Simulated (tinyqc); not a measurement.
Worked calculation (part 2 of 2): coupled-perturbed Hartree-Fock on RHF in the sto-3g basis, for BH3, spin multiplicity 1. Computed by tinyqc, a small Python program that keeps every step (integrals from PySCF). Command: `OMP_NUM_THREADS=1 python tinyqc.py 31584 31585 out.jsonl` (the two numbers bound the seeds that draw the settings). One thread of a shared host (Intel(R) Xeon(R) Processor @ 2.60GHz), about 0.2 s of CPU time with the checks.

Geometry (angstrom):
```
atom,x,y,z
B,0.000000,0.000000,0.002000
H,1.119000,0.000000,0.000000
H,-0.560000,0.969000,0.000000
H,-0.560000,-0.969000,0.000000
```

## Integrals over molecular orbitals

coefficients C:
```
,MO1,MO2,MO3,MO4,MO5,MO6,MO7,MO8
1B 1s,0.990759,-0.232166,-0.000025,0.000000,-0.000680,-0.264251,0.000000,0.000777
1B 2s,0.038710,0.532634,0.000039,0.000000,0.003136,1.618087,0.000000,-0.004667
1B 2px,-0.000003,-0.000021,0.512821,0.000000,0.000000,0.003445,0.000000,1.248876
1B 2py,0.000000,0.000000,0.000000,0.512865,0.000000,0.000000,1.248300,0.000000
1B 2pz,-0.000015,-0.000366,0.000000,0.000000,0.999996,-0.003760,0.000000,0.000010
2H 1s,-0.006734,0.280942,0.508659,0.000000,-0.000935,-0.804380,0.000000,-1.065639
3H 1s,-0.006735,0.280867,-0.254352,0.440609,-0.000934,-0.799570,-0.924574,0.536412
4H 1s,-0.006735,0.280867,-0.254352,-0.440609,-0.000934,-0.799570,0.924574,0.536412
```

core Hamiltonian H = T + V (hartree):
```
,1B 1s,1B 2s,1B 2px,1B 2py,1B 2pz,2H 1s,3H 1s,4H 1s
1B 1s,-13.739638,-3.569385,0.000009,0.000000,0.000113,-1.046381,-1.045956,-1.045956
1B 2s,-3.569385,-4.765203,0.000094,0.000000,0.000939,-2.246182,-2.245710,-2.245710
1B 2px,0.000009,0.000094,-4.037947,0.000000,0.000000,-1.950312,0.975795,0.975795
1B 2py,0.000000,0.000000,0.000000,-4.037716,0.000000,0.000000,-1.688388,1.688388
1B 2pz,0.000113,0.000939,0.000000,0.000000,-3.836187,0.003702,0.003701,0.003701
2H 1s,-1.046381,-2.246182,-1.950312,0.000000,0.003702,-3.331281,-0.598759,-0.598759
3H 1s,-1.045956,-2.245710,0.975795,-1.688388,0.003701,-0.598759,-3.331021,-0.599181
4H 1s,-1.045956,-2.245710,0.975795,1.688388,0.003701,-0.598759,-0.599181,-3.331021
```

Given earlier and not repeated: Two-electron integrals (ij|kl) in chemists' order.

(pq|rs) = sum C_ip C_jq C_kr C_ls (ij|kl), one index at a time.

one-electron integrals over orbitals h = C^T H C (hartree):
```
,1,2,3,4,5,6,7,8
1,-13.723035,0.308947,0.000039,0.000000,0.001009,0.307563,0.000000,-0.000887
2,0.308947,-3.888431,0.000003,0.000000,-0.000338,-0.586882,0.000000,0.001837
3,0.000039,0.000003,-3.649100,0.000000,0.000000,-0.001683,0.000000,-0.615477
4,0.000000,0.000000,0.000000,-3.648863,0.000000,0.000000,-0.615276,0.000000
5,0.001009,-0.000338,0.000000,0.000000,-3.836182,0.001712,0.000000,-0.000005
6,0.307563,-0.586882,-0.001683,0.000000,0.001712,-2.964347,0.000000,-0.000562
7,0.000000,0.000000,0.000000,-0.615276,0.000000,0.000000,-3.167756,0.000000
8,-0.000887,0.001837,-0.615477,0.000000,-0.000005,-0.000562,0.000000,-3.167607
```

Two-electron integrals over orbitals (pq|rs), unique and non-zero (hartree):
```
p,q,r,s,(pq|rs)
1,1,1,1,2.885022
2,1,1,1,-0.255552
2,1,2,1,0.035284
2,2,1,1,0.612570
2,2,2,1,-0.009090
2,2,2,2,0.452756
3,1,1,1,-0.000027
3,1,2,1,3.42e-06
3,1,2,2,-2.52e-06
3,1,3,1,0.008035
3,2,1,1,0.000021
3,2,2,1,-1.32e-06
3,2,2,2,-2.42e-07
3,2,3,1,0.014031
3,2,3,2,0.123446
3,3,1,1,0.562877
3,3,2,1,-0.004062
3,3,2,2,0.450701
3,3,3,1,0.004513
3,3,3,2,0.062602
3,3,3,3,0.504423
4,1,4,1,0.008035
4,2,4,1,0.014027
4,2,4,2,0.123400
4,3,4,1,-0.004513
4,3,4,2,-0.062609
4,3,4,3,0.048685
4,4,1,1,0.562851
4,4,2,1,-0.004062
4,4,2,2,0.450680
4,4,3,1,-0.004517
4,4,3,2,-0.062626
4,4,3,3,0.407077
4,4,4,4,0.504420
5,1,1,1,-0.000736
5,1,2,1,0.000091
5,1,2,2,-0.000070
5,1,3,1,1.10e-08
5,1,3,3,-0.000035
5,1,4,4,-0.000035
5,1,5,1,0.021957
5,2,1,1,0.000331
5,2,2,1,-0.000033
5,2,2,2,-0.000108
5,2,3,2,-2.15e-08
5,2,3,3,-0.000061
5,2,4,4,-0.000061
5,2,5,1,0.021530
5,2,5,2,0.070318
5,3,1,1,3.16e-08
5,3,2,2,-2.77e-08
5,3,3,1,0.000012
5,3,3,2,-0.000060
5,3,3,3,-0.000063
5,3,4,4,0.000063
5,3,5,1,1.96e-06
5,3,5,2,0.000005
5,3,5,3,0.018870
5,4,4,1,0.000012
5,4,4,2,-0.000060
5,4,4,3,0.000063
5,4,5,4,0.018867
5,5,1,1,0.741927
5,5,2,1,-0.010150
5,5,2,2,0.469218
5,5,3,1,-1.26e-06
5,5,3,2,0.000011
5,5,3,3,0.444684
5,5,4,4,0.444668
5,5,5,1,0.000100
5,5,5,2,0.000478
5,5,5,3,4.07e-08
5,5,5,5,0.586774
6,1,1,1,-0.277947
6,1,2,1,0.039489
6,1,2,2,-0.009048
6,1,3,1,0.000042
6,1,3,2,0.000055
6,1,3,3,-0.003782
6,1,4,4,-0.003810
6,1,5,1,0.000044
6,1,5,2,-0.000086
6,1,5,3,5.91e-08
6,1,5,5,-0.007271
6,1,6,1,0.044381
6,2,1,1,0.209502
6,2,2,1,-0.009931
6,2,2,2,0.039194
6,2,3,1,0.000019
6,2,3,2,-0.000020
6,2,3,3,0.020667
6,2,4,4,0.020842
6,2,5,1,-0.000083
6,2,5,2,-0.000044
6,2,5,3,3.63e-07
6,2,5,5,0.102942
6,2,6,1,-0.009501
6,2,6,2,0.068231
6,3,1,1,0.000553
6,3,2,1,-0.000017
6,3,2,2,0.000110
6,3,3,1,0.003119
6,3,3,2,-0.042760
6,3,3,3,-0.039369
6,3,4,4,0.039527
6,3,5,1,1.71e-08
6,3,5,2,6.14e-07
6,3,5,3,0.000074
6,3,5,5,0.000254
6,3,6,1,1.58e-06
6,3,6,2,0.000324
6,3,6,3,0.057469
6,4,4,1,0.003149
6,4,4,2,-0.042394
6,4,4,3,0.039305
6,4,5,4,0.000074
6,4,6,4,0.057110
6,5,1,1,-0.000359
6,5,2,1,-0.000014
6,5,2,2,-0.000218
6,5,3,1,1.25e-07
6,5,3,2,8.29e-07
6,5,3,3,-0.000102
6,5,4,4,-0.000102
6,5,5,1,0.024392
6,5,5,2,0.067329
6,5,5,3,0.000050
6,5,5,5,0.000084
6,5,6,1,-0.000080
6,5,6,2,-0.000313
6,5,6,3,-4.63e-07
6,5,6,5,0.071392
6,6,1,1,0.632853
6,6,2,1,-0.012017
6,6,2,2,0.450473
6,6,3,1,0.000076
6,6,3,2,0.000641
6,6,3,3,0.451075
6,6,4,4,0.450394
6,6,5,1,-0.000180
6,6,5,2,-0.000386
6,6,5,3,-5.30e-07
6,6,5,5,0.470589
6,6,6,1,-0.011643
6,6,6,2,0.026268
6,6,6,3,-0.000215
6,6,6,5,-0.000479
6,6,6,6,0.468967
7,1,4,1,0.013850
7,1,4,2,0.020463
7,1,4,3,-0.005480
7,1,5,4,0.000024
7,1,6,4,0.005939
7,1,7,1,0.024210
7,2,4,1,0.007561
7,2,4,2,-0.004517
7,2,4,3,0.026080
7,2,5,4,0.000121
7,2,6,4,0.045137
7,2,7,1,0.012695
7,2,7,2,0.048617
7,3,4,1,0.003971
7,3,4,2,0.054198
7,3,4,3,-0.023577
7,3,5,4,-0.000057
7,3,6,4,-0.029506
7,3,7,1,0.006302
7,3,7,2,-0.008667
7,3,7,3,0.038146
7,4,1,1,0.199515
7,4,2,1,-0.005877
7,4,2,2,0.044244
7,4,3,1,0.003971
7,4,3,2,0.054218
7,4,3,3,0.053552
7,4,4,4,0.006412
7,4,5,1,0.000007
7,4,5,2,0.000210
7,4,5,3,-0.000057
7,4,5,5,0.092578
7,4,6,1,-0.005108
7,4,6,2,0.064804
7,4,6,3,-0.029526
7,4,6,5,-0.000047
7,4,6,6,0.026896
7,4,7,4,0.103776
7,5,4,1,0.000045
7,5,4,2,0.000286
7,5,4,3,-0.000131
7,5,5,4,0.016236
7,5,6,4,-0.000097
7,5,7,1,0.000072
7,5,7,2,0.000040
7,5,7,3,0.000125
7,5,7,5,0.019687
7,6,4,1,0.013718
7,6,4,2,0.109520
7,6,4,3,-0.056695
7,6,5,4,-0.000080
7,6,6,4,-0.045701
7,6,7,1,0.020991
7,6,7,2,-0.011138
7,6,7,3,0.055034
7,6,7,5,0.000254
7,6,7,6,0.111205
7,7,1,1,0.692982
7,7,2,1,-0.010480
7,7,2,2,0.467769
7,7,3,1,0.001146
7,7,3,2,-0.026701
7,7,3,3,0.437196
7,7,4,4,0.500892
7,7,5,1,-0.000020
7,7,5,2,0.000066
7,7,5,3,0.000077
7,7,5,5,0.482161
7,7,6,1,-0.009610
7,7,6,2,0.041258
7,7,6,3,0.037125
7,7,6,5,-0.000043
7,7,6,6,0.476164
7,7,7,4,0.040095
7,7,7,7,0.538474
8,1,1,1,0.000815
8,1,2,1,-0.000116
8,1,2,2,0.000024
8,1,3,1,0.013854
8,1,3,2,0.020474
8,1,3,3,0.005495
8,1,4,4,-0.005478
8,1,5,1,-1.36e-07
8,1,5,2,2.45e-07
8,1,5,3,0.000024
8,1,5,5,0.000021
8,1,6,1,-0.000064
8,1,6,2,0.000063
8,1,6,3,0.005894
8,1,6,5,4.32e-07
8,1,6,6,0.000152
8,1,7,4,0.006319
8,1,7,7,0.003210
8,1,8,1,0.024226
8,2,1,1,-0.000635
8,2,2,1,0.000029
8,2,2,2,-0.000135
8,2,3,1,0.007560
8,2,3,2,-0.004522
8,2,3,3,-0.026139
8,2,4,4,0.025993
8,2,5,1,2.40e-07
8,2,5,2,1.27e-07
8,2,5,3,0.000121
8,2,5,5,-0.000313
8,2,6,1,0.000063
8,2,6,2,-0.000053
8,2,6,3,0.045181
8,2,6,5,9.79e-07
8,2,6,6,-0.000166
8,2,7,4,-0.008859
8,2,7,7,0.032153
8,2,8,1,0.012698
8,2,8,2,0.048611
8,3,1,1,0.199560
8,3,2,1,-0.005878
8,3,2,2,0.044263
8,3,3,1,-0.003978
8,3,3,2,-0.054049
8,3,3,3,0.006571
8,3,4,4,0.053454
8,3,5,1,0.000007
8,3,5,2,0.000210
8,3,5,3,0.000056
8,3,5,5,0.092593
8,3,6,1,-0.005145
8,3,6,2,0.064861
8,3,6,3,0.029737
8,3,6,5,-0.000047
8,3,6,6,0.026264
8,3,7,4,0.032553
8,3,7,7,0.061941
8,3,8,1,-0.006301
8,3,8,2,0.008348
8,3,8,3,0.103574
8,4,4,1,0.003959
8,4,4,2,0.054306
8,4,4,3,-0.023685
8,4,5,4,-0.000057
8,4,6,4,-0.029655
8,4,7,1,0.006281
8,4,7,2,-0.008802
8,4,7,3,0.033251
8,4,7,5,0.000126
8,4,7,6,0.055157
8,4,8,4,0.038306
8,5,1,1,1.00e-06
8,5,2,1,4.07e-08
8,5,2,2,6.18e-07
8,5,3,1,0.000045
8,5,3,2,0.000286
8,5,3,3,0.000131
8,5,4,4,-0.000131
8,5,5,1,-0.000071
8,5,5,2,-0.000197
8,5,5,3,0.016239
8,5,5,5,-2.65e-07
8,5,6,1,4.34e-07
8,5,6,2,9.76e-07
8,5,6,3,-0.000097
8,5,6,5,-0.000152
8,5,6,6,2.86e-06
8,5,7,4,0.000125
8,5,7,7,-0.000034
8,5,8,1,0.000072
8,5,8,2,0.000040
8,5,8,3,-0.000125
8,5,8,5,0.019690
8,6,1,1,0.000145
8,6,2,1,0.000006
8,6,2,2,0.000045
8,6,3,1,0.013713
8,6,3,2,0.109706
8,6,3,3,0.056919
8,6,4,4,-0.056846
8,6,5,1,4.56e-07
8,6,5,2,1.24e-06
8,6,5,3,-0.000081
8,6,5,5,0.000028
8,6,6,1,0.000065
8,6,6,2,-4.23e-06
8,6,6,3,-0.046282
8,6,6,5,2.00e-06
8,6,6,6,0.000666
8,6,7,4,0.055178
8,6,7,7,-0.028437
8,6,8,1,0.020980
8,6,8,2,-0.011337
8,6,8,3,-0.054875
8,6,8,5,0.000255
8,6,8,6,0.111560
8,7,4,1,0.001109
8,7,4,2,-0.027016
8,7,4,3,0.032030
8,7,5,4,0.000077
8,7,6,4,0.037061
8,7,7,1,0.003123
8,7,7,2,0.032330
8,7,7,3,-0.011133
8,7,7,5,-0.000035
8,7,7,6,-0.028629
8,7,8,4,-0.011241
8,7,8,7,0.034478
8,8,1,1,0.693119
8,8,2,1,-0.010485
8,8,2,2,0.467810
8,8,3,1,-0.001230
8,8,3,2,0.026062
8,8,3,3,0.500598
8,8,4,4,0.437540
8,8,5,1,-0.000020
8,8,5,2,0.000066
8,8,5,3,-0.000076
8,8,5,5,0.482206
8,8,6,1,-0.009636
8,8,6,2,0.041066
8,8,6,3,-0.036583
8,8,6,5,-0.000042
8,8,6,6,0.476538
8,8,7,4,0.061718
8,8,7,7,0.470078
8,8,8,1,-0.003278
8,8,8,2,-0.032355
8,8,8,3,0.040562
8,8,8,5,0.000033
8,8,8,6,0.027927
8,8,8,8,0.538229
```

## Response to a field: uncoupled start

orbital energies (hartree): MO1 -7.412772, MO2 -0.689902, MO3 -0.483535, MO4 -0.483348, MO5 0.234799, MO6 0.778053, MO7 0.815172, MO8 0.815808

dipole integrals <a|y|i> (bohr):
```
,i1,i2,i3,i4
a5,0.000000,0.000000,0.000000,-0.000398
a6,0.000000,0.000000,0.000000,-0.665845
a7,0.107546,-0.208642,0.709133,0.000000
a8,0.000000,0.000000,0.000000,0.711044
```

Field along y; U_ai = -mu_ai / (e_a - e_i), alpha = -4 sum U_ai mu_ai.

uncoupled U:
```
,i1,i2,i3,i4
a5,0.000000,0.000000,0.000000,0.000555
a6,0.000000,0.000000,0.000000,0.527861
a7,-0.013071,0.138625,-0.546030,0.000000
a8,0.000000,0.000000,0.000000,-0.547312
```

uncoupled polarisability = 4.632696 bohr^3

## Coupled step 1

U_ai = -(mu_ai + sum_bj [4 (ai|bj) - (ab|ij) - (aj|bi)] U_bj) / (e_a - e_i); alpha = -4 sum U_ai mu_ai.

U after step 1:
```
,i1,i2,i3,i4
a5,0.000000,0.000000,0.000000,0.000559
a6,0.000000,0.000000,0.000000,0.616412
a7,-0.013491,0.167010,-0.639867,0.000000
a8,0.000000,0.000000,0.000000,-0.641313
```

polarisability = 5.425933 bohr^3

## Coupled step 2

As before.

U after step 2:
```
,i1,i2,i3,i4
a5,0.000000,0.000000,0.000000,0.000512
a6,0.000000,0.000000,0.000000,0.631107
a7,-0.013448,0.172814,-0.656076,0.000000
a8,0.000000,0.000000,0.000000,-0.657534
```

polarisability = 5.562013 bohr^3

## Coupled polarisability

Repeat until U stops changing; compare with -d2E/dF2.

Course of the coupled iterations:
```
step,alpha (bohr^3)
0,4.632696
1,5.425933
2,5.562013
3,5.585395
4,5.589420
5,5.590114
6,5.590234
7,5.590255
8,5.590259
9,5.590259
10,5.590259
11,5.590259
12,5.590259
13,5.590259
14,5.590259
15,5.590259
16,5.590259
17,5.590259
```

coupled polarisability = 5.590259 bohr^3

finite-field check, fields of +/-0.001 au = 5.590259 bohr^3
